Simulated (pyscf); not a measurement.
This saddle point was located with ωB97X-D3(BJ)/def2-SVP in PySCF.

```
Sn
H 1 1.6997
H 1 1.7062 2 111.79
H 1 1.7078 2 115.46 3 124.52
F 1 2.2190 2 108.27 3 -89.69
H 5 1.1636 1 70.06 2 -81.32
H 6 1.0128 5 149.86 1 -1.27
```
Charge 0, spin multiplicity 1.

Surface: singlet, charge 0. Lowest wavenumbers (cm⁻¹): 1143i, 57, 450, 601, 698.

**Question.** Name the species on either side of this saddle.

**Answer.** SnH₄ (SMILES [SnH4]) + HF (SMILES F) ⇌ F–SnH₃ (SMILES [F][SnH3]) + H₂ (SMILES [H][H]), a four-centre exchange read from left to right: H–Sn, F–H broken and F–Sn, H–H formed. At ωB97M-D3(BJ)/def2-TZVP it lies +114.7 kJ/mol from the left side and +150.5 kJ/mol from the right (each side as separated species at their lowest minima found). At the saddle there is also a short H–Sn contact that neither side keeps. This is the saddle that the search found; another between the same sides may lie lower. Elements past Kr carry the def2 core potentials, without spin-orbit coupling.
